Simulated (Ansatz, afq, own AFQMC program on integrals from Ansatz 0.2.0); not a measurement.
BSiH2, doublet: energetics from AFQMC and coupled cluster

```xyz
4

Si    0.0000   -0.0053    0.5948
B     0.0000   -0.0779   -1.2479
H     0.0000    1.1505   -0.7602
H     0.0000   -0.1670   -2.4296
```

Geometry: a PBE0/def2-TZVP stationary point, not shown to be a minimum. Basis cc-pVDZ. Only valence electrons are correlated. Integrals, coupled cluster, full CI and functionals: Ansatz 0.2.0; the random walks run on the same integrals in our own AFQMC program. ph-AFQMC/CISD is guided by a CISD state made of CCSD amplitudes; releasing the constraint for a short imaginary time cuts its bias at the price of noise, slowly where states lie close. Uncertainties: one standard error, sampling alone.

Best estimates are CCSD(T) at the basis-set limit (def2-TZVPP/QZVPP) plus the step from CCSD(T) to the highest rung at hand in cc-pVDZ, named in the table (released AFQMC can keep some 10 meV of bias). No zero-point, core-correlation or spin–orbit terms. Other levels are in cc-pVDZ, the functionals in def2-TZVP; a dash marks a level that is missing or breaks spin symmetry for a member.

Cautions: BSiH₂ (quartet): another spin lies lower, raised T1 diagnostic (T1 0.041, weight of the determinant 0.86, largest double 0.09), the released energies move by 1.5 errors or more from one time to the next, so no released level is given (meV from the phaseless value at times in 1/Eh: 1 ± 17 at 0.24, -15 ± 12 at 0.51, -10 ± 10 at 0.99, 14 ± 11 at 1.62, -25 ± 12 at 2.40), though the last usable value meets CCSDT(Q) within the noise; row 1: core correlation is missing, and it shifts such a gap most where an s electron is promoted.

```tsv
process	r2SCAN (kcal/mol)
to charge +0, quartet (vertical)	65.8
to free atoms	262.2
```

Question: From these values, estimate the best estimates.

Answer: 
```tsv
process	best estimate (kcal/mol)	highest rung
to charge +0, quartet (vertical)	71.2	CCSDT(Q)
to free atoms	254.8	CCSDT(Q)
```

Errors against the best estimates in kcal/mol, in the same order:

```csv
level,"error, 1","error, 2"
MP2,-1.4,-22.5
CCSD(T),-0.9,-23.7
ph-AFQMC/CISD,-1.2 ± 0.4,-23.4 ± 0.2
CCSD(T)/CBS,0.1,-0.6
PBE,-4.2,7.2
r2SCAN,-5.4,7.4
PBE0,-3.9,3.6
B3LYP,0.2,2.1
wB97M-V,4.5,4.6
B2PLYP,0.6,-1.5
```

Cost at the first geometry: PBE0/cc-pVDZ, 0.72 s on 1 thread of Intel(R) Xeon(R) 6975P-C (Granite Rapids), on a shared host; UCCSD(T)/cc-pVDZ, 0.99 s on 1 thread of Intel(R) Xeon(R) 6975P-C (Granite Rapids), with other jobs on the host; CCSDT(Q), 7.5 s on 1 thread of Intel(R) Xeon(R) 6975P-C (Granite Rapids), with other jobs on the host; ph-AFQMC/CISD with release, 3 min on 1 thread of Intel(R) Xeon(R) 6975P-C (Granite Rapids), with other jobs on the host.

Best estimates are given only where the step beyond CCSD(T) is under 0.3 eV and no member's determinant is very poor (T1 over 0.05, or 0.07 for open shells, ⟨S²⟩ too high by 0.3, two states mixed), so the hardest cases are missing from such tables.

The functionals ran in a triple-zeta set and keep a basis error of their own, a few kJ/mol for each bond in atomization energies and more for double hybrids, so close places among them and the extrapolated levels can swap.

CCSDT and higher add their correlation energy to the determinant of the CCSD(T) run, since their own runs factorise the integrals more tightly (a shift of under 2 meV). Each member of a difference takes its own highest rung, so a best estimate needn't equal the limit plus the step of one row. A walk keeps the symmetry of its determinant, which the program's search chose and which needn't be the lowest solution, so a lower state of the same spin and another symmetry isn't excluded.
